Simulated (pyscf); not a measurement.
H₂Se (SMILES [SeH2]) + F–Ga(Cl)–Cl (SMILES [F][Ga]([Cl])[Cl]) → Cl–Ga(Cl)–SeH (SMILES [Cl][Ga]([Cl])[SeH]) + HF (SMILES F) (four-centre exchange; singlet surface; H–Se, F–Ga broken, Ga–Se, F–H formed). Optimised with ωB97X-D3(BJ)/def2-SVP in PySCF. Energies in kcal/mol from the separated reactants.

```
level                   barrier  reaction energy
----------------------  -------  ---------------
r²SCAN/def2-TZVP           -9.1             -5.5
B3LYP-D3(BJ)/def2-TZVP     -5.7             -6.4
PBE0-D3(BJ)/def2-TZVP      -9.0             -8.4
M06-2X/def2-TZVP              …                …
ωB97M-D3(BJ)/def2-TZVP     -3.9             -5.3
HF/def2-TZVP                  …             -2.7
```

Problem. Fill in the missing entries.

Solution. 
- M06-2X/def2-TZVP, barrier: -6.0
- M06-2X/def2-TZVP, reaction energy: -6.1
- HF/def2-TZVP, barrier: 12.4

On the reactant side the descent ends in an adduct with a Ga–Se contact, 21.9 kcal/mol under the separated species and 12.2 kcal/mol under the saddle at ωB97X-D3(BJ)/def2-TZVP. On the product side the descent ends in an adduct with a F–Ga contact, 9.1 kcal/mol under the separated species and 9.2 kcal/mol under the saddle at ωB97X-D3(BJ)/def2-TZVP. At r²SCAN, B3LYP-D3(BJ), PBE0-D3(BJ), M06-2X, ωB97M-D3(BJ) the saddle lies under the separated reactants, which points to a path from their complex (located at ωB97X-D3(BJ) alone). At r²SCAN, PBE0-D3(BJ) the saddle lies under the separated products, which points to a path from their complex (located at ωB97X-D3(BJ) alone). What is counted as formed (Ga–Se) is already present as a longer contact in the reactant adduct; forming that adduct is a step of its own. What is counted as broken (F–Ga) persists as a longer contact in the product adduct; parting that adduct is a step of its own. At ωB97X-D3(BJ) the barrier from the zero used here is -9.6 kcal/mol. One saddle was located; it need not be the lowest between these sides. Elements up to Kr have no core potential and no relativistic terms here.
